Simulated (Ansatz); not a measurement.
Input file:

```yaml
crystal:
  periodic: [false, false, false]
  atoms:
    - {symbol: Si, position_ang: [0.000000, 0.000000, 0.000000]}
    - {symbol: N, position_ang: [0.000000, 0.000000, 5.269000]}
basis:
  gaussian: {orbitals: 6-31G}
total_charge: 1
correlation: {method: fic_nevpt4_sd, electrons: valence, active_space: {window: {electrons: 4, orbitals: 2}}}
```

```sh
$ ansatz run in.yaml --threads 1 --pin off --events-out ev --progress --plain --max-ram 2393MiB
```

Output:

```
272 factors; integrals over basis functions are off by at most 1.6e-4 eV
mean field evaluation 1: about -9311.6803 eV, gradient 3.9e1 eV
mean field evaluation 2: about -9311.6835 eV, gradient 3.9e1 eV
mean field evaluation 4: about -9313.1590 eV, gradient 3.1e1 eV
mean field evaluation 8: about -9314.5305 eV, gradient 2.2e1 eV
mean field evaluation 16: about -9322.5883 eV, gradient 1.7e-6 eV
mean field evaluation 32: about -9322.3017 eV, gradient 1.0e-1 eV
mean field evaluation 64: about -9322.3047 eV, gradient 5.4e-1 eV
mean field evaluation 96: about -9322.3365 eV, gradient 5.2e-3 eV
mean field evaluation 128: about -9322.2755 eV, gradient 2.4e-1 eV
mean field evaluation 160: about -9322.5864 eV, gradient 3.3e-1 eV
mean field evaluation 192: about -9317.2602 eV, gradient 2.6e1 eV
mean field evaluation 224: about -9322.5415 eV, gradient 1.5e0 eV
mean field evaluation 256: about -9322.0982 eV, gradient 8.1e0 eV
mean field evaluation 288: about -9314.5073 eV, gradient 2.2e1 eV
mean field -9322.58832065 eV, -342.5988017066 hartree, gradient 4.3e-6 eV, S^2 0.000000; 21 other end points of the search recorded, 0 dependent functions left out; unrestricted orbitals would lower it
reference -9322.58832065 eV, -342.5988017066 hartree; 10, 10 occupied and 12, 12 virtual orbitals, 272 factors
state -9322.58832065 eV, -342.5988017066 hartree
state -9322.58832065 eV, -342.5988017066 hartree; corrected -9330.74830160 eV, -342.8986754753 hartree
WARN: 2 active orbitals are nearly empty or full. The corrections depend on them more than the energy does, and are more stable in an active space without them
WARN: the results are in doubt because a perturber of the state at -9322.58832065 eV, -342.5988017066 hartree has the amplitude 0.67; its orbitals belong in the active space
Total energy: -9330.74830160 eV, -342.8986754753 hartree
In doubt: a perturber of the state at -9322.58832065 eV, -342.5988017066 hartree has the amplitude 0.67; its orbitals belong in the active space
```

Ran on 1 thread of Intel Xeon Platinum 8488C, shared host: 1.3 s wall, 0.16 GiB peak host memory.
